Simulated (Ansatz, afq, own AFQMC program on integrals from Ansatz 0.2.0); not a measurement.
O, triplet in cc-pVDZ, levels against full CI

A free O atom.

Basis cc-pVDZ. Only valence electrons are correlated. Ansatz 0.2.0 and our own AFQMC program on the same integrals; the CISD trial comes from CCSD amplitudes, and released means the phaseless constraint is let go. Uncertainties: one standard error, sampling alone.

Determinant: UHF, the one that the program's search chose, which needn't be the lowest solution.

Full CI is exact in this basis; its frozen core comes from its own orbitals, which moves totals by up to a few meV.

Cautions: full CI with its own frozen core.

The T1 diagnostic is 0.0033. The weight of the determinant in the CISD state is 0.971 and the ⟨S²⟩ of the determinant is 2.004. The size of the correlated space is 6 electrons in 13 orbitals.

Problem. Estimate: order these by the size of their error in total energy against full CI, smallest first.
A. CCSD(T)
B. CCSDT
C. MP2
D. phaseless AFQMC with the Hartree–Fock trial

Solution. B (0.0 kJ/mol), A (0.3 kJ/mol), D (8.5 ± 1.5 kJ/mol), C (41.8 kJ/mol).

Reference: full CI, correlation energy -3.208 eV.

A walk keeps the symmetry of its determinant, which the program's search chose and which needn't be the lowest solution, so a lower state of the same spin and another symmetry isn't excluded.
